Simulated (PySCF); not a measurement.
# BF⁻: changing the method

What do other methods print for BF⁻ when all else stays?

Program: PySCF 2.14.0. Level of theory: each script names its method and basis. These are calculated values, not measurements.

## (1) The system as given

BF⁻: 2 atoms, charge -1, spin multiplicity 2.

Bond lengths: B1–F2 1.308 Å.

## (2) The run that the others are compared with

input.py reads:

```python
from pyscf import gto, scf, cc

mol = gto.M(
    atom='B 0 0 0; F 0 0 1.308',
    basis='def2-svp',
    charge=-1,
    spin=1,
    verbose=3,
)
mf = scf.UHF(mol)
mf.kernel()
mycc = cc.CCSD(mf, frozen=2)
mycc.kernel()
e = mycc.eaccsd(nroots=3)[0]
print('roots (eV) =', (e*27.211386).round(3))
mf.dip_moment()
print('orbital energies (hartree):', [e[max(0, n-3):n+3].round(4) for e, n in zip(mf.mo_energy, mol.nelec)])
```

On the command line:

```sh
$ OMP_NUM_THREADS=1 python input.py
```

Its log is not repeated here.

It gives: E(SCF) = -123.928404 Eh, E(CCSD) − E(SCF) = -0.26193 Eh, ⟨S²⟩ = 0.759, attachment roots 9.211, 9.556, 10.263 eV.

The bond length is a typed value, not an optimised one. Positive EA roots mean that the added electron is unbound. The dipole of an ion depends on the origin.

## (3) B3lyp5 (UKS)

Variant 1 changes functional: none (Hartree–Fock) → b3lyp5; SCF type: UHF → UKS; step after the SCF: eomea → analyze.

input.py reads:

```python
from pyscf import gto, dft

mol = gto.M(
    atom='B 0 0 0; F 0 0 1.308',
    basis='def2-svp',
    charge=-1,
    spin=1,
    verbose=3,
)
mf = dft.UKS(mol, xc='b3lyp5')
mf.kernel()
mf.analyze()
print('orbital energies (hartree):', [e[max(0, n-3):n+3].round(4) for e, n in zip(mf.mo_energy, mol.nelec)])
```

On the command line:

```sh
$ OMP_NUM_THREADS=1 python input.py
```

## (4) Pbesol (UKS)

Variant 2 changes functional: none (Hartree–Fock) → pbesol; SCF type: UHF → UKS; step after the SCF: eomea → analyze.

input.py reads:

```python
from pyscf import gto, dft

mol = gto.M(
    atom='B 0 0 0; F 0 0 1.308',
    basis='def2-svp',
    charge=-1,
    spin=1,
    verbose=3,
)
mf = dft.UKS(mol, xc='pbesol')
mf.kernel()
mf.analyze()
print('orbital energies (hartree):', [e[max(0, n-3):n+3].round(4) for e, n in zip(mf.mo_energy, mol.nelec)])
```

## (5) B3pw91 (UKS)

Variant 3 changes functional: none (Hartree–Fock) → b3pw91; SCF type: UHF → UKS; step after the SCF: eomea → analyze.

input.py reads:

```python
from pyscf import gto, dft

mol = gto.M(
    atom='B 0 0 0; F 0 0 1.308',
    basis='def2-svp',
    charge=-1,
    spin=1,
    verbose=3,
)
mf = dft.UKS(mol, xc='b3pw91')
mf.kernel()
mf.analyze()
print('orbital energies (hartree):', [e[max(0, n-3):n+3].round(4) for e, n in zip(mf.mo_energy, mol.nelec)])
```

Before running it: what results should come out? Wanted: for each run, E(SCF); from base; gap, α spin; after the SCF.

As calculated:

| run | E(SCF) (hartree) | from base (eV) | gap, α spin (eV) | after the SCF |
| --- | --- | --- | --- | --- |
| base | -123.928404 | 0 | 8.48 | CCSD correlation -7.127 eV, first root 9.21 eV |
| b3lyp5 (UKS) | -124.454378 | not comparable | 1.96 | n/a |
| pbesol (UKS) | -123.946470 | not comparable | 0.18 | n/a |
| b3pw91 (UKS) | -124.457242 | not comparable | 1.98 | n/a |

In words: The highest filled level of this anion is positive, so the basis alone holds the extra electron and these numbers hang on it. The α-spin gap between the frontier levels is 0.2 eV with pbesol (0 % exact exchange) and 2.0 eV with b3pw91 (20 %): exact exchange opens it. Total energies of different functionals can't be compared with each other; differences within one functional can.
